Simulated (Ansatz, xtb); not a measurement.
## Ranking isomers of CH3BF−

4 gas-phase structures of CH3BF−, found in a search over its isomers (lower ones may exist). Each was relaxed with GFN2-xTB:

A. `C=[BH-]F`, a singlet
B. the triplet with the links of `[BH3-][C]F`
C. the triplet with the links of `[CH][BH2-]F`
D. `[BH2-]=CF`, a singlet

Estimate their order in r2SCAN-D4/def2-SVPD//GFN2-xTB energy at these geometries, lowest first.

Calculated order at r2SCAN-D4/def2-SVPD//GFN2-xTB: A (0.0), D (43.1), C (64.5), B (94.5) kcal/mol.

Energies above the lowest of each column, in kcal/mol; the last columns are at r2SCAN-D4/def2-SVPD geometries and were run for some of them only (a dash: not run or not comparable):

```tsv
structure	GFN2-xTB	HF/STO-3G	r2SCAN-D4/def2-SVPD//GFN2-xTB	r2SCAN-D4/def2-SVPD	CCSD(T)/def2-TZVPPD
A	0.0	0.0	0.0	0.0	0.0
D	26.1	27.5	43.1	43.2	45.0
C	–	30.5	64.5	63.3	70.3
B	–	39.9	94.5	–	–
```

Every level run on A puts it lowest or level with the lowest. Some further structures that were screened fall inside this span and aren't listed. Flexible structures stand in one conformer each, not always the lowest. Frequencies (r2SCAN-D4/def2-SVPD) were run for A, C, D alone. GFN2-xTB has no spin polarisation and isn't compared across spin states. Open shells are spin-unrestricted.

Programs: Ansatz 0.2.0, xtb 6.7.1.
